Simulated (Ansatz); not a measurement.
What does this script print? It uses the Ansatz DFT code, driven from Python.

`h2osi.py`
```python
'''Adding a proton to H2OSi.'''

import logging
import sys
import warnings

import ansatz
import numpy as np

logging.basicConfig(stream=sys.stdout, format='[%(levelname)s] %(message)s')
log = logging.getLogger('h2osi')
log.setLevel(logging.INFO)

BASIS = '6-31G*'
FUNCTIONAL = 'r2scan'
VDW = 'd3bj'
NET_CHARGE = 1
FMAX = 0.01

warnings.simplefilter('ignore', ansatz.DeckWarning)

geometry_ang = [
    ('O', [-0.28145, 0.41089, 1.46164]),
    ('Si', [-0.00754, 0.01094, 0.03795]),
    ('H', [0.43073, -1.312, -0.38447]),
    ('H', [-0.14173, 0.89018, -1.11512]),
]
system = ansatz.Crystal.molecule()
for symbol, xyz in geometry_ang:
    system = system.atom(symbol, xyz)

base = (
    system.calculation()
    .basis(gaussian=BASIS)
    .functional(FUNCTIONAL, dispersion=VDW)
)
symbols = [site.symbol for site in system.cartesian_sites]
start = np.array([site.position_ang for site in system.cartesian_sites], dtype=float)
rep = base.relax(force_tolerance=0.01).run(threads=1).report
end = np.array(rep['positions_ang'])

# put the proton on the side away from the neighbours, slightly off axis
away = sum((end[0] - end[j]) / np.linalg.norm(end[0] - end[j]) for j in [1]) + np.array([0.15, 0.1, -0.2])
proton = end[0] + 1.0 * away / np.linalg.norm(away)
acid = ansatz.Crystal.molecule()
for symbol, place in zip(symbols, end):
    acid = acid.atom(symbol, place.tolist())
acid = acid.atom('H', proton.tolist())
protonated = acid.calculation()
protonated = protonated.basis(gaussian=BASIS)
protonated = protonated.functional(FUNCTIONAL, dispersion=VDW)
protonated = protonated.charge(NET_CHARGE).relax(force_tolerance=FMAX, max_steps=80)
after = protonated.run(threads=1).report
xyz = np.array(after['positions_ang'])
reach = np.linalg.norm(xyz[:-1] - xyz[-1], axis=1)
log.info(f'base {rep["free_energy_ev"]:.5f} eV, protonated {after["free_energy_ev"]:.5f} eV')
log.info(f'the proton ends {reach.min():.3f} A from {symbols[reach.argmin()]}{reach.argmin()}')
log.info(f'electronic proton affinity {23.060548 * (rep["free_energy_ev"] - after["free_energy_ev"]):.1f} kcal/mol')
```

`python h2osi.py` gives:
```text
[INFO] base -9954.21636 eV, protonated -9963.03021 eV
[INFO] the proton ends 0.975 A from O0
[INFO] electronic proton affinity 203.3 kcal/mol
```

What to keep in mind:
- Total energies depend on the basis set; only differences at equal settings carry meaning.
- The proton is put on one chosen atom, which needn't be the most basic site, so the molecule's proton affinity can be higher; the ends are stationary points, not checked by frequencies, and zero-point and thermal terms count only where printed.
- A dispersion term here runs with damping parameters fitted for another variant or functional.
- The script silences the warnings on its input, which a real study should read.
- Wall time of the script: 21 s on 1 thread of Arm Neoverse V1 (shared host), peak memory 0.19 GiB.
